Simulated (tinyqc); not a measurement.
Inside a calculation. Method: Hueckel theory of the pi electrons, for the molecule [CH2]C([CH2])=C (SMILES; centres numbered as the heavy atoms are written). Computed by tinyqc, a small Python program that keeps every step. Settings: charge = 0. Command: `OMP_NUM_THREADS=1 python tinyqc.py 26580 26581 out.jsonl` (the two numbers bound the seeds that draw the settings). One thread of a shared host (Intel(R) Xeon(R) Processor @ 2.60GHz), about 0.01 s of CPU time with the checks.

## The Hueckel matrix

Centres:
```
centre  z_r, pi electrons of the neutral centre         h
1C                                            1  0.000000
2C                                            1  0.000000
3C                                            1  0.000000
4C                                            1  0.000000
```

Bonds:
```
i  j  k
1  2  1
2  3  1
2  4  1
```

H_rr = alpha + h_r beta, H_rs = k_rs beta for bonded centres.

Hueckel matrix in units of beta (H = alpha + beta A):
```
          1C        2C        3C        4C
1C  0.000000  1.000000  0.000000  0.000000
2C  1.000000  0.000000  1.000000  1.000000
3C  0.000000  1.000000  0.000000  0.000000
4C  0.000000  1.000000  0.000000  0.000000
```

## Orbitals

pi electrons, sum of z_r less the charge = 4

Diagonalise; E = alpha + x beta with beta < 0, so the largest x are filled first; degenerate levels share their electrons. P = sum n_i c_ri c_si; each orbital has its largest coefficient positive (the first on a tie).

x values: 1.732051  0.000000  0.000000  -1.732051

occupations: 2.000000  1.000000  1.000000  0.000000

coefficients:
```
         MO1        MO2        MO3        MO4
1C  0.408248   0.000000   0.816497  -0.408248
2C  0.707107   0.000000   0.000000   0.707107
3C  0.408248   0.707107  -0.408248  -0.408248
4C  0.408248  -0.707107  -0.408248  -0.408248
```

charge and bond-order matrix P:
```
          1C        2C        3C        4C
1C  1.000000  0.577350  0.000000  0.000000
2C  0.577350  1.000000  0.577350  0.577350
3C  0.000000  0.577350  1.000000  0.000000
4C  0.000000  0.577350  0.000000  1.000000
```

Within a degenerate level the vectors are fixed only up to a rotation; this is one choice.

## Energy, charges, bond orders

E = sum n x; q_r = z_r - P_rr; bond order p = P_rs; free valence = sqrt(3) - sum of p over the bonds of the atom.

pi energy = 4 alpha + this times beta = 3.464102

pi charges: 1C 0.000000, 2C 0.000000, 3C 0.000000, 4C 0.000000

Bond orders and lengths from R = 1.517 - 0.180 p (angstrom, C-C alone):
```
bond         p         R
1-2   0.577350  1.413077
2-3   0.577350  1.413077
2-4   0.577350  1.413077
```

free valence of the carbons: 1C 1.154701, 2C 0.000000, 3C 1.154701, 4C 1.154701

gap between the highest filled and the next level = 1.732051 |beta|
